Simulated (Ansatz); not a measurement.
## Structure relaxation of RbBr3

Method: DFT PBE, scalar-relativistic, plane waves, PAW in Ansatz. Cutoff 420 eV, Γ-centred k mesh, Gaussian smearing, no spin polarisation in the final step.

This is the end of a relaxation of cell and atoms.

```
Rb Br
1.0
    -2.22674    2.22674    8.02224
     2.22674   -2.22674    8.02224
     2.22674    2.22674   -8.02224
Rb Br
1 3
Direct
  0.00000 0.00000 0.00000
  0.75000 0.25000 0.50000
  0.25000 0.75000 0.50000
  0.50000 0.50000 0.00000
```

The zero of energy is the elements' standard structures at the same level; no fitted shifts are applied.

(1) What space group does it have?

(2) What is its formation energy per atom?

(3) Is it a metal?

## Answers

(1) I4/mmm (No. 139). Conventional cell: a = 4.453 Å, c = 16.044 Å. Around Rb lie 4 Br at 3.15 Å; around Br on Wyckoff site d (2 atoms of the primitive cell) lie 4 Br at 3.15 Å; Br on Wyckoff site b (1 atom of the primitive cell) is coordinated by 4 Rb at 3.15 Å.

(2) -0.62 eV/atom.

(3) Yes, bands cross the Fermi level on the 14×14×14 mesh.

The final run used a 14×14×14 mesh on its 4-atom cell and 0.10 eV smearing. For metals, differences of a few meV/atom aren't resolved.

Cost: 3 runs of about 10 core-minutes in all, on Arm Neoverse V2 (shared hosts).